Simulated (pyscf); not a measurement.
HO–Sc(OH)–OH + H₂S -> HO–Sc(OH)–SH + water (H₂O) (four-centre exchange; singlet surface; O–Sc, H–S broken, S–Sc, H–O formed). Single points on ωB97X-D3(BJ)/def2-SVP structures (PySCF, gas phase). Energies in kcal/mol from the separated reactants.

```tsv
level	barrier	reaction energy
PBE/def2-TZVP	(withheld)	(withheld)
r²SCAN/def2-TZVP	-12.9	+3.9
B3LYP-D3(BJ)/def2-TZVP	-11.0	+4.6
PBE0-D3(BJ)/def2-TZVP	-12.7	+2.7
ωB97M-D3(BJ)/def2-TZVP	-8.7	+4.7
HF/def2-TZVP	(withheld)	+4.6
```

Task: Complete the blanks.

Result: 
- PBE/def2-TZVP, barrier: -12.3
- PBE/def2-TZVP, reaction energy: +4.0
- HF/def2-TZVP, barrier: 2.8

On the reactant side the descent ends in an adduct with a S–Sc contact, 18.0 kcal/mol under the separated species and 4.6 kcal/mol under the saddle at ωB97X-D3(BJ)/def2-TZVP. On the product side the descent ends in an adduct with a O–Sc contact, 27.0 kcal/mol under the separated species and 12.2 kcal/mol under the saddle at ωB97X-D3(BJ)/def2-TZVP. At PBE, r²SCAN, B3LYP-D3(BJ), PBE0-D3(BJ), ωB97M-D3(BJ) the saddle lies under the separated reactants, which points to a path from their complex (located at ωB97X-D3(BJ) alone). At PBE, r²SCAN, B3LYP-D3(BJ), PBE0-D3(BJ), ωB97M-D3(BJ), HF the saddle lies under the separated products, which points to a path from their complex (located at ωB97X-D3(BJ) alone), and parting the products costs more than the saddle. What is counted as formed (S–Sc) is already present as a longer contact in the reactant adduct; forming that adduct is a step of its own. What is counted as broken (O–Sc) persists as a longer contact in the product adduct; parting that adduct is a step of its own. At ωB97X-D3(BJ) the barrier from the zero used here is -13.4 kcal/mol. One saddle was located; it need not be the lowest between these sides.
